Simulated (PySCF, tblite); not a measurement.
**C₅H₃S radical: geometry, infrared bands and EPR parameters**

What infrared bands and EPR parameters should C₅H₃S radical (`C=C1C=[C]C1=S`) show?

The runs use tblite 0.8.0 and PySCF 2.14.0, with density-fitted response routines of our own; the level of theory stands in each step. All values are computed, except where a source is named. Atoms are numbered from 0 throughout.

**1. The starting structure**

9 atoms, charge 0, multiplicity 2; geometry from: force field or distance geometry start.

Bonds of the start (Å): C0–C1 1.33, C1–C2 1.46, C2–C3 1.35, C3–C4 1.45, C4–S5 1.63, C4–C1 1.46, C0–H6 1.07, C0–H7 1.10, C2–H8 1.08.

**2. Relaxing the molecule with GFN2-xTB**

The job: settings as JSON, then the geometry in Å.

```
{"job": {"kind": "relax", "xc": "GFN2-xTB", "basis": "xTB"}, "charge": 0, "multiplicity": 2}
C      1.253700     0.568300     0.459200
C      0.133200    -0.022900     0.050800
C     -0.424000    -1.365500    -0.019000
C     -1.560900    -0.887700    -0.567000
C     -1.107600     0.484800    -0.524000
S     -1.676200     1.953800    -0.951100
H      2.024300    -0.047300     0.862800
H      1.404700     1.653100     0.400100
H     -0.033800    -2.330600     0.262900
```

Started as:

```sh
OMP_NUM_THREADS=1 python probes_run.py task.json out
```

The driver reads the jobs from task.json and runs them one after another.

The program printed:

```text
step      E/eV     max force
  0    -415.40006    2.518
  1    -415.44099    1.473
  2    -415.46955    0.398
  3    -415.47306    0.274
  4    -415.47619    0.188
  5    -415.47876    0.084
  6    -415.47906    0.072
  7    -415.47959    0.090
  8    -415.48005    0.078
  9    -415.48020    0.050
 10    -415.48031    0.039
 11    -415.48044    0.051
 12    -415.48065    0.069
 13    -415.48088    0.062
 14    -415.48106    0.036
 15    -415.48118    0.035
 16    -415.48126    0.031
 17    -415.48133    0.033
 18    -415.48141    0.031
 19    -415.48146    0.020
 20    -415.48150    0.021
 21    -415.48152    0.015
 22    -415.48153    0.013
 23    -415.48154    0.013
 24    -415.48155    0.011
 25    -415.48156    0.009
```

Run time: 0.08 s. Hardware: 1 thread of Arm Neoverse V2, shared host.

The steps of the relaxation:

| step | energy from step 0 (eV) | largest force (eV/Å) |
| --- | --- | --- |
| 0 | 0.0000 | 2.5182 |
| 1 | -0.0409 | 1.4733 |
| 2 | -0.0695 | 0.3982 |
| 3 | -0.0730 | 0.2739 |
| 4 | -0.0761 | 0.1882 |
| 5 | -0.0787 | 0.0842 |
| 6 | -0.0790 | 0.0719 |
| 7 | -0.0795 | 0.0900 |
| 8 | -0.0800 | 0.0776 |
| 9 | -0.0801 | 0.0500 |
| 10 | -0.0802 | 0.0391 |
| 11 | -0.0804 | 0.0510 |
| 12 | -0.0806 | 0.0693 |
| 13 | -0.0808 | 0.0621 |
| 14 | -0.0810 | 0.0360 |
| 15 | -0.0811 | 0.0353 |
| 16 | -0.0812 | 0.0309 |
| 17 | -0.0813 | 0.0335 |
| 18 | -0.0813 | 0.0314 |
| 19 | -0.0814 | 0.0195 |
| 20 | -0.0814 | 0.0212 |
| 21 | -0.0815 | 0.0148 |
| 22 | -0.0815 | 0.0128 |
| 23 | -0.0815 | 0.0128 |
| 24 | -0.0815 | 0.0107 |
| 25 | -0.0815 | 0.0090 |

Distances of close pairs at the start and the end, largest changes first:

```
 bond  before (Å)  after (Å)  change (Å)
C1–C4       1.459      1.501      +0.042
C4–S5       1.632      1.599      -0.033
C3–C4       1.446      1.469      +0.023
C0–H7       1.097      1.077      -0.020
C2–C3       1.349      1.362      +0.013
C1–C2       1.455      1.466      +0.011
C0–H6       1.066      1.076      +0.011
C0–C1       1.331      1.321      -0.010
```

The final coordinates are the input of the step that follows.

**3. Infrared spectrum with GFN2-xTB**

The job: settings as JSON, then the geometry in Å.

```
{"job": {"kind": "ir", "xc": "GFN2-xTB", "basis": "xTB"}, "charge": 0, "multiplicity": 2}
C      1.254808     0.563261     0.462966
C      0.144799    -0.029881     0.062038
C     -0.424460    -1.378758    -0.019700
C     -1.574325    -0.894898    -0.566899
C     -1.122173     0.502773    -0.540944
S     -1.650201     1.959380    -0.938041
H      2.071959    -0.000792     0.878622
H      1.368345     1.630883     0.383475
H     -0.055191    -2.345973     0.253305
```

The program printed:

```text
mode    cm-1     km/mol
  1      82.8      3.17
  2     186.2      1.05
  3     255.7      0.64
  4     407.1      0.68
  5     576.5      0.79
  6     605.8      8.07
  7     685.9      0.01
  8     753.3      0.88
  9     804.5     17.25
 10     856.4     29.28
 11     886.5      6.96
 12     931.4     38.93
 13    1049.7      2.63
 14    1118.7     19.68
 15    1327.9     79.58
 16    1385.6      0.12
 17    1469.5     25.45
 18    1744.8     22.97
 19    3101.7      1.49
 20    3135.5     10.73
 21    3171.7     10.47
```

Wall time 0.14 s (1 thread of Arm Neoverse V2, shared host).

The strongest bands and the atoms that carry them (share of the mass-weighted mode):

```csv
cm⁻¹,km/mol,atoms
804,17.2,"H8 62 %, C2 26 %"
856,29.3,"H7 43 %, H6 34 %, C0 22 %"
931,38.9,"H8 35 %, C3 24 %, C4 14 %"
1119,19.7,"C2 36 %, H8 27 %, C3 10 %"
1328,79.6,"C4 65 %, C3 10 %"
1470,25.4,"C2 40 %, C3 35 %, C4 11 %"
1745,23.0,"C1 59 %, C0 32 %"
3136,10.7,"H7 47 %, H6 42 %, C0 10 %"
```

**4. g tensor and hyperfine couplings: B3LYP/pcH-1**

Same as in step 3 but for these lines:

```diff
@@ -1,2 +1,2 @@
-{"job": {"kind": "ir", "xc": "GFN2-xTB", "basis": "xTB"}, "charge": 0, "multiplicity": 2}
+{"job": {"kind": "epr", "basis": "pcH-1"}, "charge": 0, "multiplicity": 2}
 C      1.254808     0.563261     0.462966
```

With the program's defaults for keys left out, this is: UKS B3LYP, pcH-1 on C H S, non-relativistic, mean-field spin-orbit, GIAO.

The program printed:

```text
UKS, coarse grid
  cycle   1  E = -590.31676210  |g| = 2.67e-01
  cycle   2  E = -590.20857843  |g| = 5.07e-01
  cycle   3  E = -590.34045572  |g| = 1.55e-01
  cycle   4  E = -590.35450139  |g| = 3.80e-02
  cycle   5  E = -590.35558234  |g| = 2.07e-02
  cycle   6  E = -590.35590033  |g| = 8.72e-03
  cycle   7  E = -590.35599370  |g| = 4.97e-03
  cycle   8  E = -590.35602710  |g| = 2.69e-03
  cycle   9  E = -590.35604244  |g| = 1.43e-03
  cycle  10  E = -590.35604741  |g| = 7.21e-04
UKS, final grid
  cycle   1  E = -590.35605361  |g| = 6.64e-04
  cycle   2  E = -590.35605425  |g| = 9.38e-04
  cycle   3  E = -590.35605486  |g| = 3.82e-04
  cycle   4  E = -590.35605522  |g| = 3.50e-04
  cycle   5  E = -590.35605575  |g| = 2.04e-04
  cycle   6  E = -590.35605579  |g| = 5.20e-05
  cycle   7  E = -590.35605579  |g| = 2.11e-05
E = -590.35605579 Eh   <S^2> = 0.7628 (exact 0.7500)
g shifts (ppm)      1          2          3
  rmc          -178       -178       -178
  gc             15         16        -16
  oz_so        -838        543       2483
  total       -1001        381       2289
hyperfine (MHz)  atom isotope    a_iso     a_fc   dipolar eigenvalues
    0   13C      31.65      31.63    -13.28      1.21     12.07
    1   13C     132.64     132.65     -8.99     -2.40     11.39
    2   13C      20.21      20.06    -22.53      0.58     21.95
    3   13C     401.13     401.21    -76.13    -53.93    130.06
    4   13C      25.24      25.37    -14.59     -8.10     22.69
    5   33S       0.72       0.69     -6.62     -0.54      7.16
    6    1H       6.40       6.40     -2.34     -1.20      3.54
    7    1H       3.60       3.60     -2.55     -1.57      4.11
    8    1H      10.84      10.82     -6.37     -3.73     10.10
```

Run time: 29 s. Hardware: 1 thread of Arm Neoverse V2, shared host; peak memory 0.66 GiB.

Principal g values 2.00132, 2.00270, 2.00461; g(iso) = 2.00288, against 2.00232 for a free electron.

Hyperfine couplings, nucleus by nucleus at this fixed geometry (no averaging over rotations):

```csv
nuclei,isotope,a(iso) (MHz),"a(iso) (G, at g = 2.0023)",largest dipolar term (MHz)
C3,13C,401.1,143.1,130.1
C1,13C,132.6,47.3,11.4
C0,13C,31.6,11.3,-13.3
C4,13C,25.2,9.0,22.7
C2,13C,20.2,7.2,-22.5
H8,1H,10.8,3.9,10.1
H6,1H,6.4,2.3,3.5
H7,1H,3.6,1.3,4.1
S5,33S,0.7,0.3,7.2
```

Mulliken spin populations:

```csv
atom,value (e)
C0,-0.05
C1,0.12
C2,-0.09
C3,0.94
C4,0.00
S5,0.07
H6,0.01
H7,0.00
H8,0.00
```

In first order the couplings over 0.8 MHz of 1H give 8 distinct lines over 7.4 G.

Orbitals, density, ELF and potential are computed afterwards from the orbital file.

ELF in a plane through or near 9 of the atoms.

Values, 10 rows by 14 columns:
```
0.00 0.00 0.00 0.00 0.00 0.00 0.00 0.00 0.00 0.00 0.00 0.00 0.00 0.00
0.00 0.00 0.00 0.17 0.37 0.41 0.44 0.36 0.07 0.00 0.00 0.00 0.00 0.00
0.00 0.00 0.26 0.84 0.95 0.24 0.50 0.93 0.56 0.00 0.00 0.00 0.00 0.00
0.00 0.00 0.03 0.37 0.66 0.45 0.65 0.43 0.02 0.63 0.95 0.36 0.00 0.00
0.00 0.01 0.09 0.19 0.62 0.51 0.37 0.52 0.29 0.99 0.99 0.63 0.01 0.00
0.00 0.33 0.85 0.95 0.92 0.48 0.54 0.43 0.84 0.42 0.92 0.56 0.02 0.00
0.00 0.05 0.32 0.44 0.53 0.19 0.32 0.50 0.04 0.90 0.99 0.97 0.04 0.00
0.00 0.00 0.00 0.00 0.34 0.99 1.00 0.70 0.00 0.00 0.03 0.00 0.00 0.00
0.00 0.00 0.00 0.00 0.02 0.46 0.56 0.05 0.00 0.00 0.00 0.00 0.00 0.00
0.00 0.00 0.00 0.00 0.00 0.00 0.00 0.00 0.00 0.00 0.00 0.00 0.00 0.00
```
The map spans 9.4 Å across and 10.2 Å up, centred on the molecule. Atoms in the plane (x, y in Å): C0 (1.4, 0.0), C1 (0.1, -0.1), C2 (-0.9, -1.2), C3 (-1.9, -0.2), C4 (-1.0, 0.9), S5 (-1.1, 2.5), H6 (2.1, -0.8), H7 (1.9, 1.0), H8 (-0.8, -2.2).

log10 of the density (e/Å³) in the same plane.

Ten even steps from ' ' (-4.0) to '@' (2.0):
```
                ..................                      
          ....::::--------::::....                      
        ..::::----========----::::..                    
  ......::----==++++****++++==----::..                  
    ....::--==++****####****++==----::....              
    ..::::====++**##@@@@##**++====--::::::::..          
      ..::--==++************++============----....      
    ....::--==++++**####****++====++******====::..      
    ..::--====++****%%@@##****++++****##**++==::::..    
  ..::--==++++****##******############****++==--::..    
  ..::--==++**##@@%%******##%%##########**++==--::..    
  ..::----++++****########****++++++**##**++==--::..    
    ::::--====++++**##%%##**++======++++++====::::..    
      ..::::--====++**##**++++--------------::....      
          ..::--====******++==--::::::::::....          
            ..::--====++====--::....                    
              ....::------::::..                        
                    ......                              
                                                        
                                                        
```
The map spans 9.4 Å across and 10.2 Å up, centred on the molecule. Atoms in the plane (x, y in Å): C0 (1.4, 0.0), C1 (0.1, -0.1), C2 (-0.9, -1.2), C3 (-1.9, -0.2), C4 (-1.0, 0.9), S5 (-1.1, 2.5), H6 (2.1, -0.8), H7 (1.9, 1.0), H8 (-0.8, -2.2).

On the surface of density 0.002 e/bohr³ the electrostatic potential runs, from the 1st to the 99th percentile, from -0.87 V near S5 to 1.53 V near H8.

The spin density lies nearest to C3 70 %; C1, C2, C4 about 6 % each.

**5. Summary of results**

```
                                 quantity                 value
strongest single infrared mode (GFN2-xTB)  1328 cm⁻¹, 80 km/mol
             zero-point energy (GFN2-xTB)         35.1 kcal/mol
                           g(iso) (B3LYP)               2.00288
                                     ⟨S²⟩    0.763 (exact 0.75)
                           largest a(iso)  13C on C3, 401.1 MHz
    surface potential, 1st and 99th percentile    -0.87 V and 1.53 V
```

**Reading.** Relaxing lowered the energy by 0.082 eV in 25 steps; the close pair that moved most is C1–C4, from 1.459 to 1.501 Å. All 21 modes are real, so the xTB geometry is a minimum. The strongest single mode, at 1328 cm⁻¹, moves mainly C4. Unscaled tight-binding wavenumbers are off by several per cent, some by more. Its intensities can rank the bands wrongly. C3 carries the largest spin population, 0.94 e. The isotropic g lies 0.6 ppt above the free-electron value.
